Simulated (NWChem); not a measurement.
The numbers come from NWChem runs, not from measurements. System: C4H10, charge 1, spin multiplicity 2, at the geometry of a parent with another charge or spin, in a state set for the comparison that need not be this species' ground state. Its SCF solution wasn't tested for a lower state.

Input file:

```
start mol
memory heap 200 mb stack 900 mb global 1100 mb
charge 1
geometry units angstroms nocenter noautoz
  C      0.252535    -0.692978     1.266925
  C     -0.361014    -0.080981     0.000000
  C      0.252535    -0.692978    -1.266925
  C     -0.227752     1.448187     0.000000
  H      0.126782    -1.795234     1.290242
  H      1.342345    -0.480880     1.321239
  H     -0.212640    -0.280850     2.186202
  H     -1.448663    -0.324916     0.000000
  H      0.126782    -1.795234    -1.290242
  H      1.342345    -0.480880    -1.321239
  H     -0.212640    -0.280850    -2.186202
  H     -0.701772     1.899501    -0.896060
  H     -0.701772     1.899501     0.896060
  H      0.841415     1.752340     0.000000
  symmetry group Cs
end
basis spherical
  * library def2-tzvp
end
dft
  xc xpbe96 cpbe96
  odft
  mult 2
  semidirect memsize 60000000 filesize 0
  iterations 100
end
task dft energy
```

The output up to the point where the run's verdict is printed (cleaned and shortened):

```
             Northwest Computational Chemistry Package (NWChem) 7.3.0
             --------------------------------------------------------

                                NWChem Input Module
                                -------------------

 Scaling coordinates for geometry "geometry" by  1.889725989
 (inverse scale =  0.529177249)

 Turning off AUTOSYM since
 SYMMETRY directive was detected!

                             Geometry "geometry" -> ""
                             -------------------------

 Output coordinates in angstroms (scale by  1.889725989 to convert to a.u.)

  No.       Tag          Charge          X              Y              Z
 ---- ---------------- ---------- -------------- -------------- --------------
    1 C                    6.0000     0.25253500    -0.69297800     1.26692500
    2 C                    6.0000    -0.36101400    -0.08098100     0.00000000
    3 C                    6.0000     0.25253500    -0.69297800    -1.26692500
    4 C                    6.0000    -0.22775200     1.44818700     0.00000000
    5 H                    1.0000     0.12678200    -1.79523400     1.29024200
    6 H                    1.0000     1.34234500    -0.48088000     1.32123900
    7 H                    1.0000    -0.21264000    -0.28085000     2.18620200
    8 H                    1.0000    -1.44866300    -0.32491600     0.00000000
    9 H                    1.0000     0.12678200    -1.79523400    -1.29024200
   10 H                    1.0000     1.34234500    -0.48088000    -1.32123900
   11 H                    1.0000    -0.21264000    -0.28085000    -2.18620200
   12 H                    1.0000    -0.70177200     1.89950100    -0.89606000
   13 H                    1.0000    -0.70177200     1.89950100     0.89606000
   14 H                    1.0000     0.84141500     1.75234000     0.00000000

 Effective nuclear repulsion energy (a.u.)     133.5080356405

            Nuclear Dipole moment (a.u.)
            ----------------------------
        X                 Y               Z
 ---------------- ---------------- ----------------
     0.0000113384    -0.0000037795    -0.0000000000
[...]
 d= 0,ls=0.5,diis    75   -157.8711823052  5.05D-06  5.15D-06  3.55D-04   173.6
                                                     2.37D-05  1.53D-04
 d= 0,ls=0.5,diis    76   -157.8712086441 -2.63D-05  1.70D-05  4.10D-04   175.8
                                                     2.60D-05  1.75D-04
 d= 0,ls=0.5,diis    77   -157.8711829177  2.57D-05  1.51D-05  6.06D-04   178.1
                                                     2.62D-05  2.49D-04
 d= 0,ls=0.5,diis    78   -157.8711585252  2.44D-05  6.31D-06  7.96D-04   180.4
                                                     2.59D-05  3.22D-04
 d= 0,ls=0.5,diis    79   -157.8711735285 -1.50D-05  2.39D-06  8.91D-04   182.7
                                                     2.65D-05  3.61D-04
 d= 0,ls=0.5,diis    80   -157.8712119976 -3.85D-05  1.31D-06  9.42D-04   184.9
                                                     2.72D-05  3.84D-04
 d= 0,ls=0.5,diis    81   -157.8712536872 -4.17D-05  9.81D-06  9.98D-04   187.2
                                                     2.85D-05  4.07D-04
 d= 0,ls=0.5,diis    82   -157.8713482407 -9.46D-05  3.59D-06  9.32D-04   189.4
                                                     2.84D-05  3.83D-04
 d= 0,ls=0.5,diis    83   -157.8713784858 -3.02D-05  3.12D-05  1.05D-03   191.7
                                                     3.55D-05  4.27D-04
 d= 0,ls=0.5,diis    84   -157.8715830875 -2.05D-04  9.71D-06  7.15D-04   194.0
                                                     3.07D-05  3.13D-04
 d= 0,ls=0.5,diis    85   -157.8716626105 -7.95D-05  6.80D-06  7.37D-04   196.3
                                                     3.14D-05  3.24D-04
 d= 0,ls=0.5,diis    86   -157.8717432272 -8.06D-05  8.27D-06  7.51D-04   198.5
                                                     3.22D-05  3.32D-04
 d= 0,ls=0.5,diis    87   -157.8718396605 -9.64D-05  7.66D-06  7.35D-04   200.8
                                                     3.27D-05  3.26D-04
 d= 0,ls=0.5,diis    88   -157.8719342273 -9.46D-05  3.92D-06  7.31D-04   203.0
                                                     3.32D-05  3.26D-04
 d= 0,ls=0.5,diis    89   -157.8719911421 -5.69D-05  4.93D-06  8.27D-04   205.2
                                                     3.40D-05  3.63D-04
 d= 0,ls=0.5,diis    90   -157.8720397981 -4.87D-05  2.89D-05  9.44D-04   207.5
                                                     3.72D-05  4.03D-04
 d= 0,ls=0.5,diis    91   -157.8719505095  8.93D-05  4.63D-05  1.41D-03   209.7
                                                     4.44D-05  5.69D-04
 d= 0,ls=0.5,diis    92   -157.8722875640 -3.37D-04  2.62D-05  8.00D-04   212.0
                                                     3.75D-05  3.37D-04
 d= 0,ls=0.5,diis    93   -157.8724553649 -1.68D-04  7.98D-06  6.68D-04   214.2
                                                     3.60D-05  2.97D-04
 d= 0,ls=0.5,diis    94   -157.8725028772 -4.75D-05  1.87D-05  8.32D-04   216.5
                                                     3.69D-05  3.62D-04
 d= 0,ls=0.5,diis    95   -157.8726712247 -1.68D-04  2.75D-05  6.85D-04   218.7
                                                     3.81D-05  2.96D-04
 d= 0,ls=0.5,diis    96   -157.8728600132 -1.89D-04  1.38D-05  5.04D-04   221.0
                                                     3.59D-05  2.27D-04
 d= 0,ls=0.5,diis    97   -157.8729804088 -1.20D-04  3.44D-05  4.89D-04   223.2
                                                     3.96D-05  2.26D-04
 d= 0,ls=0.5,diis    98   -157.8731808748 -2.00D-04  9.37D-05  2.82D-04   225.5
                                                     6.14D-05  1.47D-04
 d= 0,ls=0.5,diis    99   -157.8734129264 -2.32D-04  3.77D-05  1.20D-05   227.7
                                                     3.65D-05  5.82D-05
 d= 0,ls=0.5,diis   100   -157.8735114243 -9.85D-05  2.60D-05  2.28D-05   230.0
                                                     3.73D-05  6.79D-05
```

The run did not converge; its last values are not results. The next line reads: Calculation failed to converge. NWChem stopped with the message: dft energy failed.
